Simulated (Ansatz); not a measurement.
Basis-set extrapolation for C$_{5}$H$_{10}$O, SMILES `CC(C)(C)C=O` (PBE0-D4/def2-TZVP geometry, frozen core, Ansatz 0.2.0). Multiplicity 1, RHF reference.

```tsv
	def2-TZVPP	def2-QZVPP
HF	-270.127760	-270.140218
MP2 correlation	-1.093703	-1.165635
CCSD(T) correlation	-1.189671	not run
```

Energies in hartree. Use E(X) = E(∞) + A·exp(−7.88·√X) for Hartree–Fock and E(X) = E(∞) + B·X^(−2.97) for correlation, with X = 3 and 4, and add CCSD(T) minus MP2 of the smaller set to the MP2 limit.

What is the CCSD(T) energy at the basis-set limit?

HF limit: -270.140218 + (-0.012458) × 0.13774 = -270.14193. MP2 limit: -1.165635 + (-0.071932) × 0.74074 = -1.21892. Higher-order term: -1.189671 − (-1.093703) = -0.09597. Total: -271.45682 hartree, 366.0 kJ/mol below CCSD(T)/def2-TZVPP.
